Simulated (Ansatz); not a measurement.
ZnSb, treated with PBEsol (PAW; Ansatz, an electronic-structure program).

Run with plane-wave cutoff 520 eV, 6×4×4 k mesh (along the axes of the cell as run), Fermi–Dirac smearing 0.01 eV, scalar-relativistic PAW data made under PBE.

Starting structure:

```yaml
crystal:
  lattice:
    - [6.21800, 0.00000, 0.00000]
    - [0.00000, 7.74100, 0.00000]
    - [0.00000, 0.00000, 8.11500]
  atoms:
    - { symbol: Zn, position: [0.45390, 0.11150, 0.86730] }
    - { symbol: Zn, position: [0.04610, 0.88850, 0.36730] }
    - { symbol: Zn, position: [0.95390, 0.38850, 0.13270] }
    - { symbol: Zn, position: [0.54610, 0.61150, 0.63270] }
    - { symbol: Zn, position: [0.54610, 0.88850, 0.13270] }
    - { symbol: Zn, position: [0.95390, 0.11150, 0.63270] }
    - { symbol: Zn, position: [0.04610, 0.61150, 0.86730] }
    - { symbol: Zn, position: [0.45390, 0.38850, 0.36730] }
    - { symbol: Sb, position: [0.14200, 0.08410, 0.10830] }
    - { symbol: Sb, position: [0.35800, 0.91590, 0.60830] }
    - { symbol: Sb, position: [0.64200, 0.41590, 0.89170] }
    - { symbol: Sb, position: [0.85800, 0.58410, 0.39170] }
    - { symbol: Sb, position: [0.85800, 0.91590, 0.89170] }
    - { symbol: Sb, position: [0.64200, 0.08410, 0.39170] }
    - { symbol: Sb, position: [0.35800, 0.58410, 0.10830] }
    - { symbol: Sb, position: [0.14200, 0.41590, 0.60830] }
```

**Question.** Into what structure does the relaxation of cell and atoms lead at this level, with the symmetry of the start kept?

**Answer.** The volume shrinks by 2.7 %; final space group Pbca.
```yaml
crystal:
  lattice:
    - [6.15235, 0.00000, 0.00000]
    - [0.00000, 7.66836, 0.00000]
    - [0.00000, 0.00000, 8.05853]
  atoms:
    - { symbol: Zn, position: [0.45972, 0.10493, 0.87320] }
    - { symbol: Zn, position: [0.04028, 0.89507, 0.37320] }
    - { symbol: Zn, position: [0.95972, 0.39507, 0.12680] }
    - { symbol: Zn, position: [0.54028, 0.60493, 0.62680] }
    - { symbol: Zn, position: [0.54028, 0.89507, 0.12680] }
    - { symbol: Zn, position: [0.95972, 0.10493, 0.62680] }
    - { symbol: Zn, position: [0.04028, 0.60493, 0.87320] }
    - { symbol: Zn, position: [0.45972, 0.39507, 0.37320] }
    - { symbol: Sb, position: [0.14282, 0.08458, 0.11018] }
    - { symbol: Sb, position: [0.35718, 0.91542, 0.61018] }
    - { symbol: Sb, position: [0.64282, 0.41542, 0.88982] }
    - { symbol: Sb, position: [0.85718, 0.58458, 0.38982] }
    - { symbol: Sb, position: [0.85718, 0.91542, 0.88982] }
    - { symbol: Sb, position: [0.64282, 0.08458, 0.38982] }
    - { symbol: Sb, position: [0.35718, 0.58458, 0.11018] }
    - { symbol: Sb, position: [0.14282, 0.41542, 0.61018] }
```
